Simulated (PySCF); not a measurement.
Gas-phase reaction: 2 BF₃ + 2 BCl ⇌ 3 BF₂ + BCl₂

Energies from PySCF, thermal terms from the rigid-rotor harmonic-oscillator model, ideal gas at 1 bar. 'Table' is the NASA 1993 thermochemical table (part measured, part estimated). After a fit of one offset per element over all species, the range-separated, M06-2X, PBE0/def2-QZVP and CCSD(T)/def2-TZVPP enthalpies, where run, lie to one side of the table for BCl (+35 kJ/mol), BF₂ (+92 kJ/mol), BCl₂ (+48 kJ/mol): a fault of the table's entry, another state or a shared error of the levels is possible; this was not checked at source. † marks an energy on the PBE0/def2-TZVP geometry and frequencies; other levels use their own. MP2 freezes the core. Open shells (unrestricted): BF₂ (multiplicity 2), BCl₂ (multiplicity 2); the rest are closed-shell singlets. B3LYP is the form with VWN-RPA correlation. For this reaction the table lies outside the span of B3LYP, CCSD(T), M06-2X, MP2, PBE0, r2SCAN, ωB97M-V, ωB97X-V in their largest bases here; which side is off was not settled. MP2 isn't extrapolated to the basis-set limit; its ΔH°(298 K) is 341.8 kJ in def2-SVP and 342.0 kJ in def2-TZVPP. The harmonic model lacks anharmonicity and excited electronic states, which grow with temperature; levels with a mode under 35 cm⁻¹ are left out. The table's entry may be an old estimate for BCl, BF₂, BCl₂ (not checked at source).

```csv
level,"ΔH°(298 K), kJ",minus table,"ΔG°(2500 K), kJ"
table,139.1,-,-53.3
B3LYP/def2-TZVP†,323.2,184.1,154.5
HF/def2-TZVP†,230.2,91.1,61.5
M06-2X/def2-TZVP†,332.4,193.3,163.7
MP2/def2-SVP†,341.8,202.7,173.0
PBE/def2-TZVP†,287.0,147.9,118.3
PBE0/def2-SVP†,303.7,164.6,135.0
PBE0/def2-TZVP,294.0,154.9,125.3
r2SCAN/def2-TZVP†,261.0,121.9,92.2
ωB97M-V/def2-TZVP†,394.6,255.5,225.9
```
